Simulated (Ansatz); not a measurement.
Ansatz (a first-principles code) input (SVWN5/def2-TZVP):

Ansatz 0.2 input:
```yaml
crystal:
  periodic: [false, false, false]
  atoms:
    - {symbol: C, position_ang: [-0.05249934, 0.66361634, -0.00082491]}
    - {symbol: O, position_ang: [-0.03987542, -0.75703536, 0.00178984]}
    - {symbol: H, position_ang: [-1.09784462, 0.96908472, 0.00748358]}
    - {symbol: H, position_ang: [0.87401456, -1.05773522, -0.00540936]}
    - {symbol: H, position_ang: [0.43649641, 1.08332517, 0.88540014]}
    - {symbol: H, position_ang: [0.42133308, 1.07991017, -0.89684359]}
basis:
  gaussian:
    orbitals: def2-TZVP
hamiltonian:
  xc: {name: SVWN5}
relax: {f_tol: 0.003, max_steps: 100}
```

End of the output:

```
integrals: 0.01 GiB planned
507 factors; their error is unknown
mean field: 0.16 GiB planned
mean field -3124.87729620 eV, -114.8371225174 hartree, gradient 1.2e-5 eV, S^2 0.000000; 0 other end points of the search recorded, 0 dependent functions left out
the calculation of the forces begins
reference -3124.87732535 eV, -114.8371235886 hartree; 9, 9 occupied and 77, 77 virtual orbitals, 507 factors
relax step   5: F+E_penalty+E_count = -3124.87729620 eV  Δ(F+E_penalty+E_count) = -1.310e-4 eV  max|allowed force component| = 4.611e-3 eV/Å  Δτ_max = 0.0033 Å  (29 SCF iters, accepted)
these checks for a lower state are left out or cut short: starts, cluster_reference, orbital_swaps, neighbouring_geometries, increment
integrals: 0.01 GiB planned
507 factors; their error is unknown
mean field: 0.16 GiB planned
mean field -3124.87729692 eV, -114.8371225440 hartree, gradient 1.2e-5 eV, S^2 0.000000; 0 other end points of the search recorded, 0 dependent functions left out
the calculation of the forces begins
reference -3124.87732607 eV, -114.8371236150 hartree; 9, 9 occupied and 77, 77 virtual orbitals, 507 factors
relax step   6: F+E_penalty+E_count = -3124.87729692 eV  Δ(F+E_penalty+E_count) = -7.227e-7 eV  max|allowed force component| = 4.914e-4 eV/Å  Δτ_max = 0.0003 Å  (30 SCF iters, accepted)
integrals: 0.01 GiB planned
507 factors; their error is unknown
mean field: 0.16 GiB planned
mean field evaluation 64: about -3124.8773 eV, gradient 1.2e-5 eV
mean field -3124.87729692 eV, -114.8371225440 hartree, gradient 1.2e-5 eV, S^2 0.000000; 1 other end points of the search recorded, 0 dependent functions left out
the calculation of the forces begins
reference -3124.87732607 eV, -114.8371236150 hartree; 9, 9 occupied and 77, 77 virtual orbitals, 507 factors
Total energy: -3124.87732607 eV, -114.8371236150 hartree
Atom 0 at    -0.050624     0.651360    -0.000817 Å, force     0.000370     0.000035    -0.000003 eV/Å
Atom 1 at    -0.043790    -0.750611     0.001811 Å, force    -0.000296    -0.000491     0.000003 eV/Å
Atom 2 at    -1.104130     0.970100     0.007535 Å, force     0.000278    -0.000110    -0.000002 eV/Å
Atom 3 at     0.877176    -1.059869    -0.005432 Å, force    -0.000045     0.000145     0.000000 eV/Å
Atom 4 at     0.439142     1.086815     0.892835 Å, force    -0.000152     0.000211     0.000166 eV/Å
Atom 5 at     0.423852     1.083371    -0.904336 Å, force    -0.000154     0.000210    -0.000165 eV/Å
Dipole moment:     0.298319     0.170911    -0.002866 e Å
```
